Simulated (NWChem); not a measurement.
# Atomisation of H₂N

SMILES: [NH2]
```xyz
3

N      0.0000     0.0000    -0.1463
H      0.8017     0.0000     0.5121
H     -0.8017     0.0000     0.5121
```
Charge 0, spin multiplicity 2.

Everything below was run with NWChem. All single points use one geometry, from UB3LYP/def2-SVP, a minimum by its harmonic frequencies.

Basis set: def2-QZVP. The atomisation energy is electronic alone: no zero-point, thermal, spin-orbit or counterpoise terms. No value is extrapolated to the basis-set limit. Free atoms are single determinants with multiplicities N 4, H 2. Correlated methods freeze the same cores in atoms and molecule, 1 orbitals in all.

The correlated methods keep 1 core orbital frozen. B3LYP has NWChem's definition, with VWN1-RPA local correlation. The structure started from a generated list of species. The unpaired electrons of the parent sit in orbitals of symmetry b2 (C2v labels of the run); other states weren't searched. The stability of the SCF solutions was not checked. Open-shell Hartree-Fock references start from PBE0 orbitals. Coupled-cluster values serve here as a point of comparison, not as the truth.

Question: For the atomisation energy, LDA (SVWN5) gives 207.6 kcal/mol and HF gives 116.9 kcal/mol. What do PBE, CCSD(T), B3LYP give?

Answer: PBE: 188.4 kcal/mol; CCSD(T): 179.8 kcal/mol; B3LYP: 187.7 kcal/mol.
